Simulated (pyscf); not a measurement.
Structures and frequencies: ωB97X-D3(BJ)/def2-SVP in PySCF.

Problem. Estimate the classical barrier height and the reaction energy of H₃Si–SH (SMILES [SiH3]S) + HCl (SMILES Cl) → HS–SiH₂–Cl (SMILES S[SiH2]Cl) + H₂ (SMILES [H][H]) at ωB97X-D3(BJ)/def2-TZVP. The step runs on the singlet surface, breaks H–Si, Cl–H and forms Cl–Si, H–H; take the separated reactants as zero.

Solution. ΔE‡ = 32.4 kcal/mol, ΔE = -21.2 kcal/mol. ωB97M-D3(BJ)/def2-TZVP gives 33.2 kcal/mol and -19.1 kcal/mol. Zero-point energy shifts the barrier by +0.9 kcal/mol. It is a four-centre exchange, with an imaginary mode of 857i cm⁻¹. The same reactants have a lower exit, to H₂S + H₃Si–Cl (barrier +26.3 kcal/mol at ωB97M-D3(BJ)/def2-TZVP, against +33.2 kcal/mol here). One saddle was located; it need not be the lowest between these sides.
